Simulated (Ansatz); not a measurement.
Changing the shape of C4H5P, singlet

Calculated in Ansatz's Gaussian-basis code. Basis aug-cc-pV(D+d)Z on P, aug-cc-pVDZ on C/H, nonrelativistic, no frozen core; active space CAS(6,5). Restricted Hartree–Fock, then the lowest state-specific CASSCF solution met for each case. Single-reference values can break down or jump between states where bonds are stretched. Solutions in different active orbitals can move differences by tenths of an eV and at times more than 1 eV.

Case A:

```xyz
10

P    -0.1236    0.0000    1.2097
C     0.0567    1.2815   -0.0414
C     0.0567   -1.2815   -0.0414
C     0.0009    0.7250   -1.2829
C     0.0009   -0.7250   -1.2829
H     1.1518    0.0000    1.8289
H     0.0422    2.3463    0.1607
H     0.0422   -2.3463    0.1607
H    -0.0372    1.3041   -2.2021
H    -0.0372   -1.3041   -2.2021
```

Case B:

```xyz
10

P     0.0000    0.0000    1.1942
C     0.0000    1.2815   -0.0626
C     0.0000   -1.2815   -0.0626
C     0.0000    0.7250   -1.3013
C     0.0000   -0.7250   -1.3013
H     0.0000    0.0000    2.6119
H     0.0000    2.3463    0.1398
H     0.0000   -2.3463    0.1398
H     0.0000    1.3041   -2.2185
H     0.0000   -1.3041   -2.2185
```

Energy less that of case A, in eV:

| case | RHF/ROHF | CASSCF |
| --- | --- | --- |
| B | +1.286 | +1.425 |

Question: Give the SC-NEVPT2 energies against case A.

Answer: B: +0.884 eV (20.4 kcal/mol).
